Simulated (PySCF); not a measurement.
# Dipole moment and polarisability across levels of theory

Species: difluorosilane, F2H2Si.
Cartesian coordinates in Å at the PBE0-D3(BJ)/def2-SVP level; atoms count from 1:
```
atom  x, y, z in Å
F1    -1.257   -0.941   -0.120
Si2    0.000    0.061    0.000
F3     1.345   -0.820   -0.117
H4    -0.027    0.696    1.336
H5    -0.045    1.010   -1.134
```

PySCF, dipoles from the SCF density, polarisabilities from static response with core orbitals frozen. Geometry: PBE0-D3(BJ)/def2-SVP; no solvent, vibrations or thermal averaging.

Problem. Compare the levels for these properties.

Solution. 

```
              level  μ (D)  α (Å³)  anisotropy (Å³)
      LDA/def2-SVPD  1.726    4.17             0.22
      PBE/def2-SVPD  1.653    4.11             0.19
    B3LYP/def2-SVPD  1.779    3.92             0.23
     PBE0/def2-SVPD  1.779    3.88             0.22
BHandHLYP/def2-SVPD  1.904    3.70             0.25
CAM-B3LYP/def2-SVPD  1.832    3.88             0.22
  wB97X-D/def2-SVPD  1.808    3.86             0.20
  LC-wPBE/def2-SVPD  1.801    3.85             0.18
       HF/def2-SVPD  1.982    3.46             0.27
        PBE0/6-31G*  1.597    2.84             0.39
      PBE0/def2-SVP  1.626    3.00             0.51
       PBE0/6-31+G*  1.847    3.32             0.39
   PBE0/aug-cc-pVDZ  1.748    3.91             0.22
     PBE0/def2-TZVP  1.637    3.52             0.30
    PBE0/def2-TZVPD  1.674    3.93             0.24
   PBE0/aug-cc-pVTZ  1.695    3.94             0.23
```

The anisotropy is √(½[(α1 − α2)² + (α2 − α3)² + (α3 − α1)²]). The dipole runs from 1.60 D (PBE0/6-31G*) to 1.98 D (HF/def2-SVPD). No reference polarisability is at hand; against PBE0 in the largest diffuse basis at hand (aug-cc-pVTZ) the other PBE0 rows deviate by 6-31G* -28%, def2-SVP -24%, 6-31+G* -16%, def2-SVPD -2%, aug-cc-pVDZ -1%, def2-TZVP -11%, def2-TZVPD 0%. In one basis (def2-SVPD) the functionals order the polarisability from HF (lowest) to LDA (highest), a spread of 21%. With PBE0 the polarisability is 3.12 Å³ without diffuse functions (mean of 6-31G*, def2-SVP and def2-TZVP) and 3.79 Å³ with them (mean of 6-31+G*, def2-SVPD, aug-cc-pVDZ, def2-TZVPD and aug-cc-pVTZ).

Without π bonds the low states are Rydberg-like; a valence basis with one diffuse set may place them up to an eV too high.
